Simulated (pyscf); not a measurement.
PySCF, gas phase, ωB97X-D3(BJ)/def2-SVP geometries. Correlated levels are frozen-core, on RHF or UHF. ΔMP2 is the change of the MP2 total energy from the triple- to the quadruple-zeta basis.

Task: PBE/def2-TZVP puts the barrier of PH₂• + H₂O -> HO–PH₂ + H• (substitution at O; doublet surface; H–O broken, O–P formed) at 34.5 kcal/mol and the reaction energy at +28.5 kcal/mol, from the separated reactants. What do B3LYP-D3(BJ)/def2-TZVP, M06-2X/def2-TZVP, CCSD(T)/def2-TZVPP + ΔMP2(QZVPP) give on the same structures?

Result: B3LYP-D3(BJ): ΔE‡ = 40.2 kcal/mol, ΔE = +31.0 kcal/mol; M06-2X: ΔE‡ = 44.7 kcal/mol, ΔE = +28.3 kcal/mol; CCSD(T): ΔE‡ = 49.1 kcal/mol, ΔE = +32.6 kcal/mol. PBE's barrier lies under all of them, by 5.8 to 14.6 kcal/mol. Its reaction energy matches one of them and lies within 4.1 kcal/mol of the others. Low barriers are usual for a GGA, whose delocalisation error favours stretched bonds. This is the saddle that the search found; another between the same sides may lie lower. The angle at the attacked O is 150°. The CCSD(T) − MP2 part came from Ansatz, without density fitting, on the same reference.
